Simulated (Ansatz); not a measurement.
# SiH4O2 (SMILES O[SiH2]O): the energy, rung by rung

SiH4O2: 7 atoms, total charge 0, spin state singlet. As SMILES, `O[SiH2]O`. Geometry: optimised at wB97X-V/def2-SVP. This is one conformer, not always the lowest.

Quantity: the adiabatic ionisation energy (to the doublet cation, shapes relaxed at wB97X-V/def2-SVP, no zero-point term), in eV. The values are calculated.

```csv
level,kind,program,value (eV),CPU time (all runs)
HF/def2-TZVP,Hartree–Fock,Ansatz,10.20,2.3 s
PBE/def2-TZVP,GGA,Ansatz,10.26,3 s
r2SCAN/def2-TZVP,meta-GGA,Ansatz,10.36,5.7 s
PBE0-D4/def2-TZVP,global hybrid,Ansatz,10.53,3.9 s
CAM-B3LYP/def2-TZVP,range-separated hybrid,Ansatz,10.67,4.2 s
B2PLYP/def2-TZVP,double hybrid,Ansatz,10.62,6.5 s
RPA@PBE/def2-TZVP,RPA,Ansatz,10.87,6.7 s
MP2/def2-TZVP,perturbation theory,Ansatz,10.75,3.2 s
```

The values span 10.20 to 10.87 eV. Times are those of the runs behind each value, whatever else they computed, on shared processors of several kinds: orders of magnitude only.
